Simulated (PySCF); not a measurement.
N2, SMILES N#N. The structure is a stationary point at B3LYP-D3(BJ)/def2-TZVPD.

TDDFT-ωB97X/def2-TZVPD (PySCF 2.14.0) puts the lowest singlet excitations at 9.45, 9.56, 9.56, 9.96, 9.96, 13.33 eV.

What are the lowest excitation roots from ADC(2)/aug-cc-pVDZ run with PySCF? (The exact figures need the calculation; the answer reports its results.)

9.70, 9.70, 10.57, 11.08, 11.08, 13.08 eV. S1 differs by 0.24 eV (second minus first; roots are paired by order, and the bases may differ).
